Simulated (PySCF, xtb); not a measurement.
nitrogen trifluoride (F3N), SMILES FN(F)F.

GFN2-xTB run with xtb at its own geometry gives an orbital gap of 8.98 eV and a dipole moment of 0.78 D.

Geometry optimised at B3LYP-D3(BJ)/def2-TZVP.

Task: What does r2SCAN/def2-TZVPD in PySCF give? (An estimate is asked for; the answer gives what the named calculation found.)

Result: gap 8.02 eV (levels -8.98 and -0.96 eV), dipole 0.19 D.
